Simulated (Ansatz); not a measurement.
## What a trial cell of TaPb2 relaxes into

Computed with DFT PBE, scalar-relativistic, plane waves, PAW in Ansatz 0.2.0. Cutoff 420 eV, Γ-centred k mesh, Gaussian smearing, no spin polarisation in the final step.

The start puts TaPb2 on the AlB2 structure type (P6/mmm, No. 191), with Ta in place of Al, Pb in place of B, at a guessed volume.

```yaml
crystal:
  lattice:
    - [4.28343, 0.00000, 0.00000]
    - [-2.14172, 3.70956, 0.00000]
    - [0.00000, 0.00000, 4.62497]
  atoms:
    - { symbol: Ta, position: [0.00000, 0.00000, 0.00000] }
    - { symbol: Pb, position: [0.33333, 0.66667, 0.50000] }
    - { symbol: Pb, position: [0.66667, 0.33333, 0.50000] }
```

Cell and atoms relax at zero pressure; the relaxation can't lower the symmetry of the start. After a coarse first stage the cell is made exact in the group found at 0.06 Å.

Energies over the elements count from the elements' standard structures at the same level, with no empirical corrections.

Problem. Which crystal results?

Solution. It keeps P6/mmm (No. 191), but not the shape of the type it started on. Conventional cell: a = 5.394 Å, c = 2.999 Å. Around Ta lie 2 Ta at 3.00 Å and 12 Pb at 3.46 Å; Pb is coordinated by 5 Pb at 3.00–3.11 Å and 6 Ta at 3.46 Å.

```cif
data_structure
_symmetry_space_group_name_H-M 'P6/mmm'
_symmetry_Int_Tables_number 191
_cell_length_a 5.3939
_cell_length_b 5.3939
_cell_length_c 2.9989
_cell_angle_alpha 90.000
_cell_angle_beta 90.000
_cell_angle_gamma 120.000
_cell_volume 75.56
loop_
_atom_site_label
_atom_site_type_symbol
_atom_site_symmetry_multiplicity
_atom_site_Wyckoff_symbol
_atom_site_fract_x
_atom_site_fract_y
_atom_site_fract_z
_atom_site_occupancy
Ta1 Ta 1 a 0.00000 0.00000 0.00000 1
Pb1 Pb 2 d 0.33333 0.66667 0.50000 1
```

Problem. What are its volume, energy, density and gap?

Solution. The volume per atom is 25.19 Å³, the density is 13.08 g/cm³ and the energy over the elements is 0.84 eV/atom. The gap on the 12×12×16 mesh is 0 eV (a metal).

The final run used a 12×12×16 mesh on its 3-atom cell and 0.10 eV smearing. The k mesh leaves about 4 meV/atom of noise in metals. Spin–orbit coupling is left out. A structure relaxed within its symmetry needn't be a true minimum. The steps took of the order of 2.3 core-minutes in all.